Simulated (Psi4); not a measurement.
# singlet [HO2]− at 4 levels

Aim: a comparison of 4 runs (HF/3-21G, B3LYP/6-31G*, wB97X-V/def2-TZVPPD, MP3/def2-TZVPPD) of singlet [HO2]−. 

The results are computed with Psi4 1.11.

### 1 Starting point

[HO2]− has 3 atoms, charge -1, and is taken as a singlet. As SMILES of the parent species, `[O]O`. Geometry: relaxed at PBE0-D4/def2-TZVP. That shape belongs to the parent species and isn't relaxed for this state.

Bond lengths: O1–O2 1.309 Å, O2–H3 0.975 Å. Angles: O1–O2–H3 105.8°.

### 2 Energy and gradient at HF/3-21G (run 1)

Contents of calc.py:

```python
import psi4

psi4.set_memory(2200000000)
psi4.set_num_threads(1)
psi4.core.set_output_file('ho2.out', False)

mol = psi4.geometry("""
-1 1
O
O 1 1.308727
H 2 0.97492 1 105.80222
units angstrom
symmetry c1
""")

psi4.set_options({
    'puream': True,
    'e_convergence': 1e-09,
    'd_convergence': 1e-08,
    'scf_type': 'pk',
})

result = psi4.gradient('hf/3-21G')
print('gradient / Eh bohr^-1')
print(result.np.round(6))
```

Run with:

```console
$ python calc.py
```

ho2.out:

```text
[...]
  Running in c1 symmetry.
[...]
  Nuclear repulsion =   32.530561813267639
[...]
  Multiplicity = 1
[...]
  Nalpha       = 9
  Nbeta        = 9
[...]
    Number of basis functions: 20
[...]
   @RHF iter   1:  -149.16036345632756   -5.51834e-01   2.22289e-02 ADIIS/DIIS
[...]
   @RHF iter  12:  -149.25308473866718   -3.69482e-13   4.14616e-09 DIIS
[...]
    Orbital Energies [Eh]
    ---------------------
    Doubly Occupied:
       1A    -20.132822     2A    -19.978005     3A     -1.111399
       4A     -0.705348     5A     -0.331045     6A     -0.253256
       7A     -0.202005     8A     -0.009506     9A      0.022278
[...]
  @RHF Final Energy:  -149.25308473866718
   => Energetics <=
    Nuclear Repulsion Energy =             32.5305618132676386
    One-Electron Energy =                -278.1650750096222282
    Two-Electron Energy =                  96.3814284576874059
    Total Energy =                       -149.2530847386671837
[...]
 Multipole Moments:
 ------------------------------------------------------------------------------------
     Multipole            Electronic (a.u.)      Nuclear  (a.u.)        Total (a.u.)
 ------------------------------------------------------------------------------------
 L = 1.  Multiply by 2.5417464519 to convert [e a0] to [Debye]
 Dipole X            :         -0.2607793            0.8522822            0.5915029
 Dipole Y            :          0.1172782           -0.8357249           -0.7184467
 Dipole Z            :         -0.0000000            0.0000000           -0.0000000
 Magnitude           :                                                    0.9306134
[...]
  -Total Gradient:
     Atom            X                  Y                   Z
    ------   -----------------  -----------------  -----------------
       1        0.004423934268    -0.227303138043     0.000000000000
       2        0.000957995506     0.219608063066     0.000000000000
       3       -0.005381929774     0.007695074977    -0.000000000000
[...]
```

The script printed:

```text
gradient / Eh bohr^-1
[[ 0.004424 -0.227303  0.      ]
 [ 0.000958  0.219608  0.      ]
 [-0.005382  0.007695 -0.      ]]
```

Wall time 7.2 s (1 thread of Intel Xeon at 2.50GHz (Skylake/Cascade Lake), shared host); peak memory 0.18 GiB.

### 3 The energy at B3LYP/6-31G(d) (Cartesian functions) (run 2)

Contents of calc.py:

```python
import psi4

psi4.set_memory('2200 MB')
psi4.set_num_threads(1)
psi4.set_output_file('psi4.out', False)

m = psi4.geometry("""
-1 1
O     -0.355150     0.941950    -0.088650
O     -0.244540    -0.359400    -0.172440
H      0.599690    -0.582550     0.261090
symmetry c1
""")

psi4.set_options({
    'puream': False,
    'e_convergence': 1e-09,
    'd_convergence': 1e-08,
    'scf_type': 'pk',
    'dft_radial_points': 99,
    'dft_spherical_points': 590,
})

E = psi4.energy('b3lyp/6-31G*')
print(f'b3lyp/6-31G* energy: {E:.10f} Eh')
```

Run with:

```console
$ python calc.py
```

psi4.out:

```text
[...]
  Running in c1 symmetry.
[...]
  Nuclear repulsion =   32.530556905833272
[...]
  Multiplicity = 1
[...]
  Nalpha       = 9
  Nbeta        = 9
[...]
    Number of basis functions: 32
[...]
   @RKS iter   1:  -150.65044815499593   -1.24669e-01   2.26132e-02 DIIS/ADIIS
[...]
   @RKS iter  12:  -150.86349386043628   -2.27374e-13   1.05678e-09 DIIS
[...]
    Orbital Energies [Eh]
    ---------------------
    Doubly Occupied:
       1A    -18.861959     2A    -18.726701     3A     -0.781474
       4A     -0.440949     5A     -0.169038     6A     -0.072221
       7A     -0.060275     8A      0.140939     9A      0.178221
[...]
  @RKS Final Energy:  -150.86349386043628
   => Energetics <=
    Nuclear Repulsion Energy =             32.5305569058332722
    One-Electron Energy =                -278.8296730372953789
    Two-Electron Energy =                 109.8843260727991407
    DFT Exchange-Correlation Energy =     -14.4487038017733145
    Empirical Dispersion Energy =           0.0000000000000000
    VV10 Nonlocal Energy =                  0.0000000000000000
    Total Energy =                       -150.8634938604362787
[...]
 Multipole Moments:
 ------------------------------------------------------------------------------------
     Multipole            Electronic (a.u.)      Nuclear  (a.u.)        Total (a.u.)
 ------------------------------------------------------------------------------------
 L = 1.  Multiply by 2.5417464519 to convert [e a0] to [Debye]
 Dipole X            :         -0.3758523            0.8880226            0.5121702
 Dipole Y            :          0.0603762           -0.7976444           -0.7372682
 Dipole Z            :         -0.0000000           -0.0000000           -0.0000000
 Magnitude           :                                                    0.8977097
[...]
```

The script printed:

```text
b3lyp/6-31G* energy: -150.8634938604 Eh
```

Run time: 7.2 s. Hardware: 1 thread of Intel Xeon at 2.50GHz (Skylake/Cascade Lake), shared host; peak memory 0.36 GiB.

### 4 A single-point energy at wB97X-V/def2-TZVPPD (run 3)

Contents of run.py:

```python
import psi4

psi4.set_memory(2200000000)
psi4.set_num_threads(1)
psi4.core.set_output_file('ho2.out', False)

m = psi4.geometry("""
-1 1
O     -0.67113623     1.78002752    -0.16752422
O     -0.46211363    -0.67916757    -0.32586437
H      1.13324986    -1.10085995     0.49338859
units bohr
symmetry c1
no_reorient
no_com
""")

options = {'basis': 'def2-TZVPPD', 'puream': True, 'e_convergence': 1e-09, 'd_convergence': 1e-08, 'scf_type': 'pk', 'dft_radial_points': 99, 'dft_spherical_points': 590}
psi4.set_options(options)

e, wfn = psi4.energy('WB97X-V', molecule=m, return_wfn=True)
print(f'total energy {e:.8f} hartree = {e * 27.211386:.5f} eV')
```

Run with:

```console
$ python run.py
```

ho2.out:

```text
[...]
  Running in c1 symmetry.
[...]
  Nuclear repulsion =   32.530556958490422
[...]
  Multiplicity = 1
[...]
  Nalpha       = 9
  Nbeta        = 9
[...]
    Number of basis functions: 97
[...]
   @RKS iter   1:  -150.71787049578475   -3.69987e-01   7.24846e-03 ADIIS/DIIS
[...]
   @RKS iter  14:  -150.93655292350698   -6.84963e-12   3.28796e-09 DIIS
[...]
    Orbital Energies [Eh]
    ---------------------
    Doubly Occupied:
       1A    -18.990871     2A    -18.885882     3A     -0.982537
       4A     -0.634872     5A     -0.346628     6A     -0.253405
       7A     -0.245727     8A     -0.047374     9A     -0.010399
[...]
  @RKS Final Energy:  -150.93655292350698
   => Energetics <=
    Nuclear Repulsion Energy =             32.5305569584904219
    One-Electron Energy =                -277.7286790852957665
    Two-Electron Energy =                 106.7479121336839398
    DFT Exchange-Correlation Energy =     -12.5606585252454472
    Empirical Dispersion Energy =           0.0000000000000000
    VV10 Nonlocal Energy =                  0.0743155948598820
    Total Energy =                       -150.9365529235069801
[...]
 Multipole Moments:
 ------------------------------------------------------------------------------------
     Multipole            Electronic (a.u.)      Nuclear  (a.u.)        Total (a.u.)
 ------------------------------------------------------------------------------------
 L = 1.  Multiply by 2.5417464519 to convert [e a0] to [Debye]
 Dipole X            :          9.0033032           -7.9327490            1.0705542
 Dipole Y            :         -9.1465223            7.7060196           -1.4405026
 Dipole Z            :          3.8755453           -3.4537201            0.4218251
 Magnitude           :                                                    1.8436568
[...]
```

Standard output:

```text
total energy -150.93655292 hartree = -4107.19280 eV
```

Run time: 74 s. Hardware: 1 thread of Intel Xeon at 2.50GHz (Skylake/Cascade Lake), shared host; peak memory 0.92 GiB.

### 5 A single-point energy at MP3/def2-TZVPPD (run 4)

Contents of ho2.dat:

```
memory 2.2 GB

molecule system {
  -1 1
  O     -0.67113623     1.78002752    -0.16752422
  O     -0.46211363    -0.67916757    -0.32586437
  H      1.13324986    -1.10085995     0.49338859
  units bohr
  symmetry c1
  no_reorient
  no_com
}

set {
  basis def2-TZVPPD
  reference rhf
  puream true
  e_convergence 1e-09
  d_convergence 1e-08
  scf_type pk
  num_frozen_docc 2
  mp_type conv
}

result = energy("mp3")
print_variables()
```

Run with:

```console
$ psi4 -n 1 ho2.dat ho2.out
```

ho2.out:

```text
[...]
  Running in c1 symmetry.
[...]
  Nuclear repulsion =   32.530556958490422
[...]
  Multiplicity = 1
[...]
  Nalpha       = 9
  Nbeta        = 9
[...]
    Number of basis functions: 97
[...]
   @RHF iter   1:  -150.08317484855849   -6.33236e-01   5.36192e-03 ADIIS/DIIS
[...]
   @RHF iter  12:  -150.21123983331438   -2.00941e-11   9.24662e-09 DIIS
[...]
    Orbital Energies [Eh]
    ---------------------
    Doubly Occupied:
       1A    -20.323442     2A    -20.216022     3A     -1.189652
       4A     -0.790085     5A     -0.415863     6A     -0.328157
       7A     -0.301452     8A     -0.101154     9A     -0.065628
[...]
  @RHF Final Energy:  -150.21123983331438
   => Energetics <=
    Nuclear Repulsion Energy =             32.5305569584904219
    One-Electron Energy =                -278.0206851579786189
    Two-Electron Energy =                  95.2788883661738168
    Total Energy =                       -150.2112398333143801
[...]
 Multipole Moments:
 ------------------------------------------------------------------------------------
     Multipole            Electronic (a.u.)      Nuclear  (a.u.)        Total (a.u.)
 ------------------------------------------------------------------------------------
 L = 1.  Multiply by 2.5417464519 to convert [e a0] to [Debye]
 Dipole X            :          9.0304707           -7.9327490            1.0977217
 Dipole Y            :         -9.0859083            7.7060196           -1.3798887
 Dipole Z            :          3.8969889           -3.4537201            0.4432688
 Magnitude           :                                                    1.8181234
[...]
	SCS-MP2 Total Energy (a.u.)        :  -150.70156511326715
	SOS-MP2 Total Energy (a.u.)        :  -150.69558272699075
[...]
	SOS-PI-MP2 Total Energy (a.u.)     :  -150.73283987265816
[...]
	MP2 Total Energy (a.u.)            :  -150.71352988581998
[...]
	SCS-MP3 Total Energy (a.u.)        :  -150.70044764999693
[...]
	MP3 Total Energy (a.u.)            :  -150.70906003273910
[...]
```

Wall time 24 s (1 thread of Intel Xeon at 2.50GHz (Skylake/Cascade Lake), shared host); peak memory 1.1 GiB.

### 6 Overview of the runs

```
run                               level      task  Cartesian functions  energy (Eh)  HOMO energy (eV)  LUMO energy (eV)  HOMO–LUMO gap (eV)  wall time
  1                            HF/3-21G  gradient                   no  -149.253085              0.61             15.00               14.39      7.2 s
  2  B3LYP/6-31G* (Cartesian functions)    energy                  yes  -150.863494              4.85              9.04                4.19      7.2 s
  3                 wB97X-V/def2-TZVPPD    energy                   no  -150.936553             -0.28              6.13                6.42       74 s
  4                     MP3/def2-TZVPPD    energy                   no  -150.709060             -1.79              6.25                8.03       24 s
```

### 7 Outcome

| quantity | value |
| --- | --- |
| run 4: total energy | -150.70906 Eh |
| run 4: HOMO energy (Hartree–Fock orbitals) | -1.79 eV |
| run 4: LUMO energy (Hartree–Fock orbitals) | 6.25 eV |
| run 4: HOMO–LUMO gap (to an unbound level, set by the basis) | 8.03 eV |
| run 4: correlation energy (2 core orbitals frozen) | -497.8 mEh |

**Reading.** Over runs 1, 2, 3 the HOMO–LUMO gap runs from 4.19 eV (B3LYP/6-31G*) to 14.39 eV (HF/3-21G). The two ends differ in method and basis. The empty levels of an anion lie above zero and hang on the basis. Totals of different functionals can't be ranked against each other. In runs 1, 2 the HOMO lies above zero, so the outermost electron may be held by the basis alone. All runs together took 1.9 min, the longest 74 s.
